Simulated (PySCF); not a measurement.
Gas-phase reaction: 2 SiH3F + i-Si4H10 → 2 SiH2F + 4 SiH3, at 1400 K and a standard pressure of 1 bar. Level: B3LYP/def2-TZVP†.

Energies from PySCF, thermal terms from the rigid-rotor harmonic-oscillator model, ideal gas at 1 bar. † marks an energy on the PBE0/def2-TZVP geometry and frequencies. Open shells (unrestricted): SiH2F (multiplicity 2), SiH3 (multiplicity 2); the rest are closed-shell singlets. B3LYP is the form with VWN-RPA correlation. SiH2F: computed as isolated molecules; such fragments, hydroxides, amides, oligomers or adducts are transient or little studied in the gas. The harmonic model lacks anharmonicity and excited electronic states, which grow with temperature; levels with a mode under 35 cm⁻¹ are left out. Internal rotation in i-Si4H10 is treated as a harmonic vibration of one conformer, which makes the entropy rough.

```json
[
 {"species": "SiH3F", "E (Ha)": "-391.26989", "H(1400 K) − E (kJ/mol)": "170.4", "S°(1400 K) (J/mol/K)": "352.0"},
 {"species": "i-Si4H10", "E (Ha)": "-1164.09877", "H(1400 K) − E (kJ/mol)": "522.8", "S°(1400 K) (J/mol/K)": "767.2"},
 {"species": "SiH2F", "E (Ha)": "-390.61341", "H(1400 K) − E (kJ/mol)": "128.3", "S°(1400 K) (J/mol/K)": "344.2"},
 {"species": "SiH3", "E (Ha)": "-291.26257", "H(1400 K) − E (kJ/mol)": "132.8", "S°(1400 K) (J/mol/K)": "304.3"}
]
```
E: electronic energy; H − E holds the zero-point and thermal terms. 1 Ha = 2625.5 kJ/mol.

Work out ΔH°, ΔS°, ΔG° and log10 K from these numbers.

1. ΔE = 2×(-390.61341) + 4×(-291.26257) − 2×(-391.26989) − 1×(-1164.09877) = 0.36145 Ha = 949.0 kJ.
2. Δ(H − E) = 2×(128.3) + 4×(132.8) − 2×(170.4) − 1×(522.8) = -75.8 kJ, so ΔH° = 873.2 kJ.
3. ΔS° = 2×(344.2) + 4×(304.3) − 2×(352.0) − 1×(767.2) = 434.4 J/K; the number of gas molecules changes by +3.
4. ΔG° = ΔH° − TΔS° = 873.2 − 1400×(434.4)/1000 = 265.0 kJ.
5. log10 K = −ΔG°/(RT ln 10) = -9.89, with RT ln 10 = 26.80 kJ/mol; at standard pressures the reactants are favoured.
6. A shift of 10 kJ in ΔE would move log10 K by 0.37 here.
For scale, ΔH°(298 K) is 913 kJ at this level, 1006 kJ at ωB97M-V/def2-TZVP†, and runs from 713 to 1068 kJ over the 17 levels computed.
